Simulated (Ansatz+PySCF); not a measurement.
Values are calculated unless marked as measured or tabulated.
Several solutions for singlet O₃

```xyz
3

O     0.0000    0.0000   -0.4540
O     0.0000    1.1456    0.2270
O     0.0000   -1.1456    0.2270
```

Basis set: def2-SVP (spherical functions). Charge 0, multiplicity 1.

UHF was run from several starts with Ansatz (development build ahead of 0.2.0) and PySCF 2.14.0.

| run | program | start | converged | energy (hartree) | <S²> |
| --- | --- | --- | --- | --- | --- |
| A | Ansatz | search for the lowest state | yes | -224.14026 | 0.97 |
| B | PySCF | program defaults | yes | -224.02698 | 0.00 |
| C | PySCF | guess huckel, instabilities followed | yes | -224.14026 | 0.97 |
| D | PySCF | guess minao, instabilities followed | yes | -224.14026 | 0.97 |
| E | PySCF | guess atom, instabilities followed | yes | -224.14026 | 0.97 |
| F | PySCF | guess 1e, instabilities followed | yes | -224.14026 | 0.97 |
| G | Ansatz | stability test followed | yes | -224.14026 | 0.97 |
| H | Ansatz | atomic start, no search | yes | -224.02697 | 0.00 |

**Question.** Which runs reached the lowest solution of this kind, and what is wrong with the others?

**Answer.** A, C, D, E, F, G reached the lowest solution found. Converged but too high: B by 3.08 eV, H by 3.08 eV. Convergence only shows a stationary point, and even a stable one can lie too high; stability tests and further starts are what find lower ones. Caution: the unrestricted determinant is a mixture of spin states. Caution: the determinant breaks the point group.
